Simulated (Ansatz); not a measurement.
Breaking the Si1–H2 bond in SiH2 (SMILES [SiH2]) (multiplicity 1 held, fragments rigid). Energies count from the point at 1.523 Å.
Geometry at that point (charge 0, multiplicity 1):
```xyz
3

Si     0.0142    -0.0009     0.1321
H     -0.1123    -1.0850    -0.9304
H     -0.0862     1.0971    -0.9190
```

Signs of static correlation in cc-pV(D+d)Z, with CASSCF(2,2), from Ansatz (a quantum-chemistry and plane-wave program) runs.

```json
[
 {"R (Å)": "1.219", "T1 of restricted CCSD": "0.013", "⟨S²⟩ of UHF": "0.442", "largest double amplitude of restricted CCSD": "0.116", "weight of the CASSCF reference in MRCISD": "0.926", "CASSCF natural occupations": "1.99 0.01"},
 {"R (Å)": "1.371", "T1 of restricted CCSD": "0.013", "⟨S²⟩ of UHF": "0.414", "largest double amplitude of restricted CCSD": "0.111", "weight of the CASSCF reference in MRCISD": "0.926", "CASSCF natural occupations": "1.99 0.01"},
 {"R (Å)": "1.523", "T1 of restricted CCSD": "0.014", "⟨S²⟩ of UHF": "0.385", "largest double amplitude of restricted CCSD": "0.107", "weight of the CASSCF reference in MRCISD": "0.926", "CASSCF natural occupations": "1.98 0.02"},
 {"R (Å)": "1.676", "T1 of restricted CCSD": "0.015", "⟨S²⟩ of UHF": "0.358", "largest double amplitude of restricted CCSD": "0.100", "weight of the CASSCF reference in MRCISD": "0.926", "CASSCF natural occupations": "1.97 0.03"},
 {"R (Å)": "1.828", "T1 of restricted CCSD": "0.016", "⟨S²⟩ of UHF": "0.333", "largest double amplitude of restricted CCSD": "0.091", "weight of the CASSCF reference in MRCISD": "0.926", "CASSCF natural occupations": "1.95 0.05"},
 {"R (Å)": "2.056", "T1 of restricted CCSD": "0.021", "⟨S²⟩ of UHF": "0.298", "largest double amplitude of restricted CCSD": "0.132", "weight of the CASSCF reference in MRCISD": "0.927", "CASSCF natural occupations": "1.92 0.08"},
 {"R (Å)": "2.285", "T1 of restricted CCSD": "(withheld)", "⟨S²⟩ of UHF": "0.566", "largest double amplitude of restricted CCSD": "0.198", "weight of the CASSCF reference in MRCISD": "0.927", "CASSCF natural occupations": "1.87 0.13"},
 {"R (Å)": "2.666", "T1 of restricted CCSD": "0.047", "⟨S²⟩ of UHF": "0.845", "largest double amplitude of restricted CCSD": "0.323", "weight of the CASSCF reference in MRCISD": "0.927", "CASSCF natural occupations": "1.75 0.25"},
 {"R (Å)": "3.046", "T1 of restricted CCSD": "0.074", "⟨S²⟩ of UHF": "0.935", "largest double amplitude of restricted CCSD": "0.468", "weight of the CASSCF reference in MRCISD": "0.927", "CASSCF natural occupations": "1.57 0.43"},
 {"R (Å)": "3.503", "T1 of restricted CCSD": "0.107", "⟨S²⟩ of UHF": "0.989", "largest double amplitude of restricted CCSD": "0.653", "weight of the CASSCF reference in MRCISD": "0.927", "CASSCF natural occupations": "1.36 0.64"},
 {"R (Å)": "4.113", "T1 of restricted CCSD": "0.138", "⟨S²⟩ of UHF": "1.011", "largest double amplitude of restricted CCSD": "(withheld)", "weight of the CASSCF reference in MRCISD": "0.926", "CASSCF natural occupations": "1.17 0.83"},
 {"R (Å)": "4.874", "T1 of restricted CCSD": "0.154", "⟨S²⟩ of UHF": "1.017", "largest double amplitude of restricted CCSD": "0.996", "weight of the CASSCF reference in MRCISD": "0.926", "CASSCF natural occupations": "1.06 0.94"}
]
```

**Question.** Complete the blanks.

**Answer.** 
- 2.285, T1 of restricted CCSD: 0.028
- 4.113, largest double amplitude of restricted CCSD: 0.856

Doubts at one or more of the structures used: a restricted determinant that unrestricted orbitals would lower (R-CCSD(T)/cc-pV(D+d)Z); other coupled-cluster roots lie near (R-CCSD(T)/cc-pV(D+d)Z); T1 above 0.05 (R-CCSD(T)/cc-pV(D+d)Z, U-CCSD(T)/cc-pV(D+d)Z); a spin-contaminated determinant (U-CCSD(T)/cc-pV(D+d)Z); the program's own flag: large difference (U-CCSD(T)/cc-pV(D+d)Z).
